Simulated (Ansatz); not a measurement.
Results of r²SCAN+SOC (Ansatz, a first-principles code, plane waves, PAW) for trigonal Te.

Numerical settings: plane-wave cutoff 560 eV, 12×12×6 k mesh (along the axes of the cell as run), Fermi–Dirac smearing 0.01 eV, PAW data made under PBE.

Cell (measured lattice):

Space group P3₁21 (No. 152); a = 4.451 Å, b = 4.451 Å, c = 5.926 Å, α = 90.00°, β = 90.00°, γ = 120.00°

```
atom  site  symmetry       x       y       z
----  ----  --------  ------  ------  ------
Te      3a       .2.  0.7264  0.7264  0.0000
```

Problem. What does this level give for the band gap, smallest direct gap on the k points sampled and direct gap at Γ?

Solution. 
- band gap: 0.14 eV
- smallest direct gap on the k points sampled: 0.15 eV
- direct gap at Γ: 1.68 eV

Measured, for comparison: band gap 0.33 eV (temperature not stated, no zero-point or thermal correction, compiled measured gap; kind and temperature not stated; as tabulated in Kothakonda et al. (2022), arXiv:2208.02841). Computed (rounded) less measured: band gap -0.19 eV.

Note: cell and atoms aren't relaxed at this level (largest force component 0.17 eV/Å, pressure 0.7 GPa).

The computed numbers hold no vibrational or temperature effects.

Computing time: around 14 core-minutes (rough).
